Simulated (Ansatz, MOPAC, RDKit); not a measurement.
Molecule: acetamide, C2H5NO (charge 0, singlet). SMILES: NC(C)=O

Atoms: O1, C2, N3, C4, H5, H6, H7, H8, H9. Bonds: O1-C2, C2-N3, C2-C4, N3-H5, N3-H9, C4-H6, C4-H7, C4-H8.

Bond lengths (Å) and angles (degrees) optimised at UFF with RDKit; AM1 with MOPAC; HF/3-21G with Ansatz (a first-principles code); HF/6-31G* with Ansatz; B3LYP/LANL2DZ with Ansatz; MP2/6-31G* with Ansatz, each started from the B3LYP-D3(BJ)/def2-TZVP structure (Ansatz) of the last column. A row stands for all coordinates that are equal there; 9 of 16 kinds are shown. 6-31G* holds six Cartesian d functions. At HF/6-31G* the structure is a saddle point. No wavenumbers were computed at UFF, B3LYP/LANL2DZ, MP2/6-31G*, so these may be saddle points.

```tsv
coordinate	UFF	AM1	HF/3-21G	HF/6-31G*	B3LYP/LANL2DZ	MP2/6-31G*	B3LYP-D3(BJ)/def2-TZVP
O1-C2	1.260	1.249	1.216	1.199	1.256	1.229	1.215
C2-N3	1.427	1.374	1.359	1.353	1.382	1.375	1.363
C2-C4	1.494	1.507	1.516	1.514	1.525	1.515	1.516
N3-H5	1.044	0.985	0.994	0.992	1.010	1.010	1.003
N3-H9	1.044	0.989	0.997	0.995	1.012	1.012	1.006
C4-H6	1.110	1.115 to 1.118	1.078 to 1.084	1.083	1.095	1.089 to 1.094	1.090
O1-C2-N3	119.8	119.6	122.7	122.3	121.7	122.0	122.2
O1-C2-C4	120.0	121.4	123.4	121.7	122.4	123.3	122.1
N3-C2-C4	120.2	119.0	113.9	116.0	115.9	114.6	115.7
```

A range marks coordinates that this level makes unequal.

Mean signed difference of all 8 bond lengths from B3LYP-D3(BJ)/def2-TZVP: UFF 0.028 Å, AM1 0.010 Å, HF/3-21G -0.005 Å, HF/6-31G* -0.009 Å, B3LYP/LANL2DZ 0.012 Å, MP2/6-31G* 0.006 Å.
